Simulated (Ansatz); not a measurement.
Input file:

```yaml
crystal:
  periodic: [false, false, false]
  atoms:
    - {symbol: Li, position_ang: [0.000000, 0.000000, 0.000000]}
    - {symbol: Li, position_ang: [0.000000, 0.000000, 2.773060]}
basis:
  gaussian: {orbitals: cc-pVTZ}
correlation: {method: fic_mrcisd_q_relaxed, electrons: outside_noble_gas, active_space: {window: {electrons: 2, orbitals: 8}, shells: [{species: Li, l: s, shell: 2}, {species: Li, l: p, shell: 2}]}}
```

```sh
$ ansatz run in.yaml --threads 1 --pin off --events-out ev --progress --plain --max-ram 2393MiB
```

Task: Roughly how long does this take on 1 thread of AMD EPYC 7R43, shared host, and how much host memory?

Result: 3.2 s wall and 0.26 GiB.

```
650 factors; integrals over basis functions are off by at most 1.2e-7 eV
mean field evaluation 1: about -404.6380 eV, gradient 1.9e0 eV
mean field evaluation 2: about -404.6379 eV, gradient 1.9e0 eV
mean field evaluation 4: about -404.6793 eV, gradient 7.3e-2 eV
mean field evaluation 8: about -404.6794 eV, gradient 2.2e-7 eV
mean field -404.67940664 eV, -14.8716938924 hartree, gradient 4.7e-7 eV, S^2 0.000000; 0 other end points of the search recorded, 0 dependent functions left out; unrestricted orbitals would lower it
reference -404.67940664 eV, -14.8716938924 hartree; 3, 3 occupied and 57, 57 virtual orbitals, 650 factors
state -405.52603049 eV, -14.9028067450 hartree
contracted CI cycle   1: correlation 0.00000000 eV, 0.0000000000 hartree, residual 5.01e-1 eV
contracted CI cycle   2: correlation -0.00715475 eV, -0.0002629324 hartree, residual 1.38e-1 eV
contracted CI cycle   3: correlation -0.00779610 eV, -0.0002865015 hartree, residual 8.08e-2 eV
contracted CI cycle   4: correlation -0.00796250 eV, -0.0002926164 hartree, residual 2.58e-2 eV
contracted CI cycle   5: correlation -0.00798237 eV, -0.0002933466 hartree, residual 1.15e-2 eV
contracted CI cycle   6: correlation -0.00798580 eV, -0.0002934728 hartree, residual 5.54e-3 eV
contracted CI cycle   7: correlation -0.00798648 eV, -0.0002934975 hartree, residual 1.85e-3 eV
contracted CI cycle   8: correlation -0.00798657 eV, -0.0002935012 hartree, residual 7.61e-4 eV
contracted CI cycle   9: correlation -0.00798659 eV, -0.0002935018 hartree, residual 2.69e-4 eV
state -405.52603049 eV, -14.9028067450 hartree; corrected -405.53401979 eV, -14.9031003466 hartree
Total energy: -405.53401979 eV, -14.9031003466 hartree
Checks for a lower state left out: starts, orbital_swaps
```

Natural occupations: 1.8071 0.0621 0.0621 0.0365 0.0318 0.0002 0.0001 0.0001.

For the same geometry and basis full CI lies 0.3 meV higher.
